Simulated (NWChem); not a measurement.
System: NaCl; SMILES [Na][Cl]

Results from NWChem. Structure relaxed at the PBE0/def2-SVP level. Gas phase, vertical.

CAM-B3LYP/def2-SVPD, TDA puts singlet state 3 at 4.79 eV with oscillator strength 0.108.

Question: Give the wavelength, the transition dipole and the radiative lifetime of that state in vacuum.

Answer: 
1. λ = 1239.84/4.79 = 259 nm, or 38630 cm⁻¹.
2. f = (2/3) ΔE μ² in atomic units, so μ = √(1.5 f/ΔE) = 0.96 a.u. = 2.44 D.
3. τ = 1.499 s cm⁻² / (f ν²) = 9.3 ns, for a non-degenerate state that emits at the vertical energy; a higher state like this one mostly decays faster by other paths.
